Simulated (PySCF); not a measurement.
Molecule: cyclopentane (SMILES C1CCCC1).

Atom-mapped SMILES (the numbers label the heavy atoms): `[CH2:1]1[CH2:2][CH2:3][CH2:4][CH2:5]1`. Each H is labelled by its parent atom.

Geometry PBE0-D3(BJ)/def2-SVP throughout; GIAO in PySCF 2.14.0 with density-fitted response routines, gas phase, one conformer, non-relativistic; equivalent atoms averaged; functional PBE0.

Question: How do the absolute shieldings σ depend on the basis set? (ppm; last column core-seconds on shared hosts with different chips, so compare them loosely)

Answer: 
```tsv
basis set	functions	C1/C2/C3/C4/C5	H(C1)/H(C2)/H(C3)/H(C4)/H(C5)	core-s
STO-3G	35	203.0	31.48	1.8
6-31G	65	171.6	30.97	3.5
pcSseg-0	65	165.4	31.45	4.9
6-31G*	90	167.5	30.40	4.8
def2-SVP	120	167.7	30.02	6.6
cc-pVDZ	120	168.5	29.85	10
pcSseg-1	135	156.4	29.82	7.3
6-311+G(2d,p)	195	158.7	29.99	14
aug-cc-pVDZ	205	167.5	29.81	34
def2-TZVP	215	158.0	29.94	18
IGLO-III	275	154.7	29.82	54
cc-pVTZ	290	158.8	29.75	41
pcSseg-2	320	154.7	29.68	80
```

Question: Which nucleus moves most, in ppm?

Answer: C1/C2/C3/C4/C5 (sp3 CH2 in a ring): from 154.7 ppm with pcSseg-2 to 203.0 ppm with STO-3G. The smallest spread is 1.80 ppm, at H(C1)/H(C2)/H(C3)/H(C4)/H(C5). Proton shifts span only some 12 ppm, so a few tenths of a ppm matter as much there as several ppm in carbon.

Question: Taking the largest basis, pcSseg-2 (320 functions), as the yardstick, rank the others by their worst heavy-atom deviation.

Answer: IGLO-III 0.1 ppm (275 functions), pcSseg-1 1.7 ppm (135 functions), def2-TZVP 3.4 ppm (215 functions), 6-311+G(2d,p) 4.0 ppm (195 functions), cc-pVTZ 4.2 ppm (290 functions), pcSseg-0 10.7 ppm (65 functions), 6-31G* 12.8 ppm (90 functions), aug-cc-pVDZ 12.9 ppm (205 functions), def2-SVP 13.0 ppm (120 functions), cc-pVDZ 13.8 ppm (120 functions), 6-31G 16.9 ppm (65 functions), STO-3G 48.4 ppm (35 functions).

A small basis that lands close on one nucleus may do so by chance; judge by the trend and by all nuclei.
